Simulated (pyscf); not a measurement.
Thermochemistry of product channels of H₂N–B(Cl)–Cl + H atom (H•) on the doublet surface, in kcal/mol, from ωB97M-D3(BJ)/def2-TZVP energies (ideal gas, 1 atm, RRHO with modes under 100 cm⁻¹ raised to 100, one conformer, R ln 2 for chiral ones without a mode under 150 cm⁻¹). Single points on ωB97X-D3(BJ)/def2-SVP structures (PySCF, gas phase).

```json
[
 {"products": "[H₂N–B–Cl]• + hydrogen chloride (HCl)", "ΔE": "+18.0", "ΔH(298 K)": "+20.1", "ΔG(298 K)": "+16.5", "ΔG(1200 K)": "(withheld)"},
 {"products": "ammonia (NH₃) + B–Cl [singlet] + Cl atom (Cl•)", "ΔE": "+107.9", "ΔH(298 K)": "+110.4", "ΔG(298 K)": "+99.2", "ΔG(1200 K)": "+68.1"},
 {"products": "amino radical (NH₂•) + Cl–BH–Cl", "ΔE": "(withheld)", "ΔH(298 K)": "+31.8", "ΔG(298 K)": "+27.9", "ΔG(1200 K)": "+18.8"},
 {"products": "•HN–B(Cl)–Cl + hydrogen (H₂)", "ΔE": "(withheld)", "ΔH(298 K)": "+15.3", "ΔG(298 K)": "+12.8", "ΔG(1200 K)": "+4.6"},
 {"products": "ammonia (NH₃) + [Cl–B–Cl]•", "ΔE": "+28.1", "ΔH(298 K)": "+31.3", "ΔG(298 K)": "+27.5", "ΔG(1200 K)": "+19.0"}
]
```

### Question
Complete the blanks.

### Answer

- [H₂N–B–Cl]• + hydrogen chloride (HCl), ΔG(1200 K): +7.8
- amino radical (NH₂•) + Cl–BH–Cl, ΔE: +31.6
- •HN–B(Cl)–Cl + hydrogen (H₂), ΔE: +17.8

These are energies of the channels, which say nothing of barriers. Left out: orbital degeneracy and the spin-orbit lowering of Cl.
